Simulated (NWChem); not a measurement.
## Extrapolating the CCSD correlation energy of CH$_{2}$

```xyz
3

C      0.0000     0.0000     0.1799
H      0.8622     0.0000    -0.5398
H     -0.8622     0.0000    -0.5398
```
Charge 0, spin multiplicity 1.

Everything below was run with NWChem. Structure: optimised with B3LYP/def2-SVP, a minimum by its harmonic frequencies.

The correlated methods keep 1 core orbital frozen. The structure started from a generated list of species. Coupled-cluster values serve here as a point of comparison, not as the truth.

Worked example. The CCSD correlation energy is -164.80 mHa in cc-pVTZ and -172.00 mHa in cc-pVQZ. The form E(X) = E∞ + A/X³ turns the pair into an estimate of the basis-set limit.

E∞ = (4³·(-172.00) − 3³·(-164.80))/(4³ − 3³) = -177.3 mHa. The larger basis holds 97 % of that. This is a two-point estimate.
